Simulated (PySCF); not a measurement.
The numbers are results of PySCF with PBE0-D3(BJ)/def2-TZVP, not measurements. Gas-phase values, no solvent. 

Reference species (SMILES): `F[SiH]` (lower singlet) (neutral, multiplicity 1).

```
Quantity       Result
-------------  ------
dipole moment  0.96 D
```

Changed species: `[SiH2]` (lower singlet) (X = H, multiplicity 1; the reference has X = fluoro, multiplicity 1).

Q: Give the shifts of the dipole moment.

A: the dipole moment falls by 0.79 D, to 0.17 D.
